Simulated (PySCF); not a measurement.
Species: HMg (doublet state).
Atom-mapped SMILES: `[MgH:1]` (hydrogens: H2 on Mg1)

Cartesian coordinates in Å at the PBE0-D3(BJ)/def2-SVP level; atoms count from 1:
```xyz
2
MgH angstrom
Mg     0.8753   -0.0060   -0.0054
H     -0.8698    0.0086   -0.0229
```

Method used: UKS B3LYP, def2-TZVP with uncontracted s and p shells and three added tight s functions on Mg, pcH-1 on H, non-relativistic, mean-field spin-orbit, GIAO (PySCF 2.14.0). Isolated species at its PBE0-D3(BJ)/def2-SVP geometry, gas phase.

(1) Break the g tensor into its mass correction, gauge correction and orbital-Zeeman/spin–orbit terms.

(2) What effective moment and Curie constant follow for a powder?

(3) At 9.742 GHz, how far is the centre of the isotropic spectrum from where a free electron (g = 2.002319) resonates?

(4) What are the electron Larmor frequencies g μB B/h along the three axes at 1200 mT?

(5) In a frozen sample, at which fields do the three g values resonate at 9.5, 34, 94 and 263 GHz (hyperfine left aside), and which band first spreads them over more than twice a line width of 0.3 mT?

Answers

(1) 
```tsv
Δg (ppm)	1	2	3
relativistic mass correction	-67	-67	-67
gauge correction	24	24	14
orbital Zeeman/spin–orbit	-2132	-2131	0
total	-2175	-2174	-53
```

So g = 2.00014, 2.00015, 2.00227 and g_iso = 2.00085; the tensor is axial. Axes: g3 lies along the molecular axis.

(2) With the mean of g² = 4.0034 and S(S+1) = 0.75: μ_eff = √(⟨g²⟩S(S+1)) = 1.733 μB and χT = 0.12505·⟨g²⟩·S(S+1) = 0.375 cm³ K/mol (cgs; spin-Hamiltonian part alone).

(3) B = hν/(g μB) with μB/h = 13.99624 MHz/mT gives 347.62 mT for the free electron and 347.87 mT at g_iso, 0.25 mT higher.

(4) 33.5934, 33.5934, 33.6291 GHz for g1, g2 and g3, a range of 35.6 MHz.

(5) 
| band | GHz | B(g3) mT | B(g2) mT | B(g1) mT | spread mT |
| --- | --- | --- | --- | --- | --- |
| X | 9.5 | 338.99 | 339.35 | 339.35 | 0.36 |
| Q | 34.0 | 1213.24 | 1214.52 | 1214.52 | 1.29 |
| W | 94.0 | 3354.24 | 3357.80 | 3357.80 | 3.56 |
| J | 263.0 | 9384.74 | 9394.69 | 9394.70 | 9.96 |

The spread grows in proportion to the frequency. Q band is the first where it exceeds 0.6 mT.

The Mulliken spin populations are largest on Mg1 (+0.78) and H2 (+0.22).

The HOMO–LUMO gaps are 3.67 eV among the α and 4.89 eV among the β orbitals.

Hardware: one thread of an Arm Neoverse V2, no GPU (shared host). Cost: 2.1 s wall.
